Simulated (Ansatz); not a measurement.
fcc Pd was calculated with r²SCAN (Ansatz, a quantum-chemistry and plane-wave program, PAW).

Settings: plane-wave cutoff 500 eV, 20×20×1 k mesh (along the axes of the cell as run), Fermi–Dirac smearing 0.1 eV, scalar-relativistic PAW data made under PBE.

Question: Predict the surface energy of the (100) face and work function of the (100) face.

Answer: 
* **surface energy of the (100) face**: 1.75 J/m²
* **work function of the (100) face**: 5.07 eV

The slab of 8 atoms is relaxed and unreconstructed.

Cost on a shared machine: very roughly 18 core-minutes.
